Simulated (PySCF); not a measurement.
# PF₃: NMR shifts at several levels of theory, part 2 of 2

PySCF 2.14.0. Atoms count from 0. The steps go on from the part before.

## Step 12: Nuclear shieldings: PBE0/6-311+G(2d,p)

The job: settings as JSON, then the geometry in Å.

```
{"job": {"kind": "nmr", "xc": "PBE0", "basis": "6-311+G(2d,p)", "pop": true}, "charge": 0, "multiplicity": 1}
F     -0.826552    -1.064937    -0.378049
P      0.017653    -0.107084     0.579081
F      1.378947    -0.138172    -0.253245
F     -0.532052     1.282202     0.017144
```

Level: GIAO PBE0/6-311+G(2d,p) NMR shielding, non-relativistic, gas phase.

Standard output:

```text
coarse grid: 4888 points
cycle   1  E = -640.5533058173  dE =  4.792e-01  |g| = 8.360e-01  |ddm| = 2.244e+00
cycle   2  E = -640.3886804072  dE =  1.646e-01  |g| = 1.347e+00  |ddm| = 1.130e+00
cycle   3  E = -640.6608445491  dE = -2.722e-01  |g| = 5.069e-02  |ddm| = 6.747e-01
cycle   4  E = -640.6611958736  dE = -3.513e-04  |g| = 1.290e-02  |ddm| = 5.114e-02
cycle   5  E = -640.6612181187  dE = -2.225e-05  |g| = 1.272e-03  |ddm| = 1.109e-02
cycle   6  E = -640.6612185507  dE = -4.320e-07  |g| = 4.745e-04  |ddm| = 1.944e-03
final grid: 46744 points
cycle   7  E = -640.6770682040  dE = -2.384e-05  |g| = 4.253e-03  |ddm| = 1.803e-02
cycle   8  E = -640.6770652418  dE =  2.962e-06  |g| = 6.167e-03  |ddm| = 5.245e-03
cycle   9  E = -640.6770706915  dE = -5.450e-06  |g| = 3.424e-04  |ddm| = 3.071e-03
cycle  10  E = -640.6770707032  dE = -1.167e-08  |g| = 9.942e-05  |ddm| = 2.591e-04
cycle  11  E = -640.6770707039  dE = -7.417e-10  |g| = 7.037e-05  |ddm| = 8.071e-05
cycle  12  E = -640.6770707046  dE = -7.103e-10  |g| = 4.491e-06  |ddm| = 3.443e-05
converged SCF energy = -640.6770707046

GIAO shielding tensors (ppm)
atom      isotropic    diamagn.    paramagn.     s11        s22        s33       span
  0 F      202.781     466.553    -263.772     65.160    197.257    345.926    280.766
  1 P      169.391     956.072    -786.681     78.635     78.955    350.582    271.947
  2 F      202.847     466.529    -263.683     65.545    197.105    345.890    280.345
  3 F      202.624     466.560    -263.937     64.797    196.987    346.087    281.290
```

Wall time 4 s (1 thread of Arm Neoverse V1, shared host); peak memory 0.43 GiB.

In short: δ F0 -28.0, P1 127.6 ppm (means over like atoms).

## Step 13: Nuclear shieldings: PBE0/def2-SVP

The job: settings as JSON, then the geometry in Å.

```
{"job": {"kind": "nmr", "xc": "PBE0", "basis": "def2-SVP", "pop": true}, "charge": 0, "multiplicity": 1}
F     -0.826552    -1.064937    -0.378049
P      0.017653    -0.107084     0.579081
F      1.378947    -0.138172    -0.253245
F     -0.532052     1.282202     0.017144
```

With the program's defaults for keys left out, this is: GIAO PBE0/def2-SVP NMR shielding, non-relativistic, gas phase.

Standard output:

```text
coarse grid: 4888 points
cycle   1  E = -640.0135076049  dE =  4.776e-01  |g| = 8.417e-01  |ddm| = 2.180e+00
cycle   2  E = -639.8616811951  dE =  1.518e-01  |g| = 1.282e+00  |ddm| = 1.413e+00
cycle   3  E = -640.1380967542  dE = -2.764e-01  |g| = 2.877e-02  |ddm| = 8.296e-01
cycle   4  E = -640.1382474513  dE = -1.507e-04  |g| = 7.528e-03  |ddm| = 3.767e-02
cycle   5  E = -640.1382568515  dE = -9.400e-06  |g| = 7.462e-04  |ddm| = 6.801e-03
final grid: 46744 points
cycle   6  E = -640.2078534534  dE = -5.033e-06  |g| = 6.444e-04  |ddm| = 9.022e-03
cycle   7  E = -640.2078535198  dE = -6.638e-08  |g| = 3.967e-04  |ddm| = 1.148e-03
cycle   8  E = -640.2078535436  dE = -2.375e-08  |g| = 2.138e-04  |ddm| = 5.193e-04
cycle   9  E = -640.2078535509  dE = -7.302e-09  |g| = 2.748e-05  |ddm| = 1.400e-04
cycle  10  E = -640.2078535510  dE = -1.172e-10  |g| = 1.072e-05  |ddm| = 2.693e-05
converged SCF energy = -640.2078535510

GIAO shielding tensors (ppm)
atom      isotropic    diamagn.    paramagn.     s11        s22        s33       span
  0 F      221.265     471.929    -250.664     79.556    230.777    353.461    273.905
  1 P      255.277     959.819    -704.541    181.247    181.610    402.976    221.730
  2 F      221.331     471.917    -250.586     79.959    230.591    353.444    273.485
  3 F      221.116     471.950    -250.834     79.186    230.543    353.618    274.431
```

Wall time 1.8 s (1 thread of Arm Neoverse V1, shared host); peak memory 0.43 GiB.

Key values: δ F0 -6.6, P1 130.6 ppm (means over like atoms).

## Step 14: NMR shieldings: PBE0/def2-TZVP

The job: settings as JSON, then the geometry in Å.

```
{"job": {"kind": "nmr", "xc": "PBE0", "basis": "def2-TZVP", "pop": true}, "charge": 0, "multiplicity": 1}
F     -0.826552    -1.064937    -0.378049
P      0.017653    -0.107084     0.579081
F      1.378947    -0.138172    -0.253245
F     -0.532052     1.282202     0.017144
```

Method: GIAO PBE0/def2-TZVP NMR shielding, non-relativistic, gas phase.

Standard output:

```text
coarse grid: 4888 points
cycle   1  E = -640.6130424198  dE =  4.683e-01  |g| = 8.232e-01  |ddm| = 1.883e+00
cycle   2  E = -640.4510184081  dE =  1.620e-01  |g| = 1.340e+00  |ddm| = 1.026e+00
cycle   3  E = -640.7182248069  dE = -2.672e-01  |g| = 3.643e-02  |ddm| = 5.984e-01
cycle   4  E = -640.7184109377  dE = -1.861e-04  |g| = 1.201e-02  |ddm| = 3.821e-02
cycle   5  E = -640.7184314287  dE = -2.049e-05  |g| = 1.018e-03  |ddm| = 9.906e-03
cycle   6  E = -640.7184317269  dE = -2.982e-07  |g| = 4.705e-04  |ddm| = 1.725e-03
final grid: 46744 points
cycle   7  E = -640.7268411590  dE = -2.487e-05  |g| = 4.200e-03  |ddm| = 1.323e-02
cycle   8  E = -640.7268385048  dE =  2.654e-06  |g| = 5.946e-03  |ddm| = 4.987e-03
cycle   9  E = -640.7268435478  dE = -5.043e-06  |g| = 4.001e-04  |ddm| = 2.718e-03
cycle  10  E = -640.7268435643  dE = -1.658e-08  |g| = 8.128e-05  |ddm| = 2.659e-04
cycle  11  E = -640.7268435647  dE = -3.497e-10  |g| = 6.730e-05  |ddm| = 7.000e-05
cycle  12  E = -640.7268435653  dE = -6.474e-10  |g| = 6.086e-06  |ddm| = 2.961e-05
converged SCF energy = -640.7268435653

GIAO shielding tensors (ppm)
atom      isotropic    diamagn.    paramagn.     s11        s22        s33       span
  0 F      196.809     468.238    -271.428     56.171    188.094    346.164    289.993
  1 P      154.457     958.143    -803.685     60.726     61.044    341.601    280.875
  2 F      196.875     468.222    -271.347     56.569    187.932    346.125    289.556
  3 F      196.657     468.261    -271.604     55.816    187.839    346.317    290.501
```

It took 4.7 s on 1 thread of Arm Neoverse V1, shared host; peak memory 0.47 GiB.

Key values: δ F0 -17.9, P1 126.5 ppm (means over like atoms).

## Step 15: Comparing the runs: NMR shifts

Shifts (ppm), means over like atoms, with basis size and wall time:

| run | F0 | P1 | functions | time |
| --- | --- | --- | --- | --- |
| WP04/pcSseg-2 | -33.8 | 129.6 | 151 | 5 s |
| B97-2/pcSseg-2 | -26.5 | 121.8 | 151 | 5 s |
| BHandHLYP/pcSseg-2 | -15.7 | 112.7 | 151 | 5 s |
| CAM-B3LYP/pcSseg-2 | -13.0 | 124.7 | 151 | 6.7 s |
| wB97X-D/pcSseg-2 | -16.1 | 123.9 | 151 | 6.4 s |
| LC-wPBE/pcSseg-2 | -2.8 | 127.4 | 151 | 8.7 s |
| PBE0/STO-3G | -118.4 | 344.6 | 24 | 0.88 s |
| PBE0/6-31G | -39.7 | 146.9 | 40 | 1.6 s |
| PBE0/6-31G* | -16.1 | 132.3 | 60 | 2 s |
| PBE0/6-311+G(2d,p) | -28.0 | 127.6 | 116 | 4 s |
| PBE0/def2-SVP | -6.6 | 130.6 | 60 | 1.8 s |
| PBE0/def2-TZVP | -17.9 | 126.5 | 130 | 4.7 s |

## Step 16: Outcome

This closing draws on all 2 parts.

| quantity | value |
| --- | --- |
| point group | C3v |
| rotational constants (main isotopes) | 7.52, 7.51, 4.63 GHz |
| 19F shifts against CFCl3 (WP04/pcSseg-2, means over atoms taken as alike) | -33.8 ppm |
| 31P shifts against H3PO4 (WP04/pcSseg-2) | 129.6 ppm |
| measured, and computed on the same scale | F0 σ 230.8, 211.1; P1 σ 222.7, 158.1 ppm |
| range of the shift of P1 | 112.7 to 344.6 ppm |
| property runs in this session | 12, of which 0 failed and 1 gave unsound results |

What this shows: Single values in the summary come from the first run of each kind that ended normally (WP04/pcSseg-2), which need not be the best level. Over 4 steps the energy fell by 0.085 eV; of the close pairs, P1–F2 changed most, 1.589 to 1.596 Å. No frequency check was run at this level, so the end point may be a saddle. The one measured 19F shielding is missed by -19.7 ppm (computed less measured, unscaled). The one measured 31P shielding is missed by -64.6 ppm (computed less measured, unscaled). Vibration and temperature are missing from the calculation, so part of the miss against the measured shifts is not the functional's. In ppm, P1 moves most: its shift spreads over 232.0 ppm, from 112.7 (BHandHLYP/pcSseg-2) to 344.6 (PBE0/STO-3G). A minimal basis is unusable for shieldings, so that end is no result. For the one measured 19F shielding, PBE0/def2-SVP misses least (9.6 ppm, 1.8 s) and PBE0/STO-3G most (192.0 ppm, 0.88 s). For the one measured 31P shielding, PBE0/6-31G misses least (5.3 ppm, 1.6 s) and PBE0/STO-3G most (137.3 ppm, 0.88 s). One molecule ranks no method: errors cancel, and vibration and temperature are missing from all runs.
